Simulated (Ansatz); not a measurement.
Species: HS, charge 0, doublet. HS (SMILES [SH], doublet).
B3LYP-D3(BJ)/def2-TZVP minimum from Ansatz (an electronic-structure program):
```xyz
2

S      0.0000     0.0000    -0.0793
H      0.0000     0.0000     1.2681
```
Charge 0, spin multiplicity 2.

Total energies in cc-pV(5+d)Z, 7 correlated electrons, 5 frozen orbitals. Open shells are spin-unrestricted; no spin-orbit coupling. Correlated methods leave the cores frozen. No relativity.

| method | program | energy (Eh) | minus CCSDT(Q) (mEh) |
|---|---|---|---|
| HF | Ansatz | -398.11054 | 200.96 |
| MP2 | Ansatz | -398.28124 | 30.25 |
| CCSD | Ansatz | -398.30254 | 8.96 |
| CCSD(T) | Ansatz | -398.31040 | 1.09 |
| CCSDT(Q) | Ansatz | -398.31149 | 0.00 |

Rough core times of Ansatz's runs on a shared machine: CCSD(T) under 20 s, CCSDT(Q) 20 min.
